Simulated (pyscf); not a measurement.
PySCF, gas phase, ωB97X-D3(BJ)/def2-SVP geometries. Correlated levels are frozen-core, on RHF or UHF. ΔMP2 is the change of the MP2 total energy from the triple- to the quadruple-zeta basis.

For the elementary gas-phase step HO–Al [singlet] + H₂C=CH₂ → cyclic C₂H₅AlO (SMILES [OH][Al]1[CH2][CH2]1) (singlet surface; none broken, Al–C, Al–C formed), what barrier and reaction energy does CCSD(T)/def2-TZVPP + ΔMP2(QZVPP) give, measured from the separated reactants?

ΔE‡ = 29.1 kcal/mol, ΔE = +7.6 kcal/mol. Zero-point energy shifts the barrier by +0.7 kcal/mol. It is a cycloaddition, with an imaginary mode of 524i cm⁻¹. cyclic C₂H₅AlO (SMILES [OH][Al]1[CH2][CH2]1) lies 23.2 kcal/mol over its isomer H₂C=CH–AlH–OH (electronic energy, ωB97M-D3(BJ)/def2-TZVP). One saddle was located; it need not be the lowest between these sides. One closed-shell reference is unstable to symmetry breaking; treat the single-reference values with care. The CCSD(T) − MP2 part came from Ansatz, without density fitting, on the same reference.
